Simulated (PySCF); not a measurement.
# Highest orbital energy against ionisation energy along the second row

Calculated with PySCF 2.14, no spin-orbit coupling. Each cell gives −ε(HOMO) / ΔSCF in eV; NIST values include spin-orbit coupling, (s) semi-empirical, (t) theoretical.

```csv
species,UHF,LDA,PBE,PBE0,r2SCAN,NIST (lowest levels)
"Li (aug-cc-pCVDZ, non-relativistic)",5.343 / 5.342,3.162 / 5.463,3.221 / 5.583,3.826 / 5.567,3.266 / 5.386,5.392
"Be (aug-cc-pCVDZ, non-relativistic)",8.419 / 8.048,5.601 / 9.023,5.608 / 8.998,6.492 / 8.972,5.751 / 8.789,9.323
"B (aug-cc-pwCVDZ, non-relativistic)",8.636 / 8.021,4.094 / 8.621,4.157 / 8.650,5.360 / 8.625,4.577 / 8.743,8.298
"C (aug-cc-pwCVDZ, non-relativistic)",11.925 / 10.804,6.112 / 11.685,6.090 / 11.539,7.645 / 11.514,6.578 / 11.678,11.260
"N (aug-cc-pwCVDZ, non-relativistic)",15.526 / 13.921,8.389 / 15.014,8.297 / 14.741,10.214 / 14.718,8.908 / 14.840,14.534
"O (aug-cc-pwCVDZ, non-relativistic)",14.147 / 12.049,7.403 / 14.012,7.547 / 14.052,9.437 / 13.851,7.876 / 13.722,13.618
"F (aug-cc-pwCVDZ, non-relativistic)",18.513 / 15.760,10.355 / 18.013,10.298 / 17.704,12.569 / 17.513,10.804 / 17.627,17.423
"Ne (aug-cc-pwCVDZ, non-relativistic)",23.213 / 19.845,13.581 / 22.288,13.382 / 21.759,16.047 / 21.575,14.054 / 21.637,21.565
```

Question: How far is −ε(HOMO) from ΔSCF on average for each method, and why?

Answer: UHF 1.49 eV; LDA -5.68 eV; PBE -5.55 eV; PBE0 -3.84 eV; r2SCAN -5.08 eV. Hartree-Fock orbital energies lack relaxation and so exceed the ΔSCF value; semilocal functionals have convex E(N) from self-interaction, so their HOMO lies far too high; exact exchange moves hybrids part of the way back.
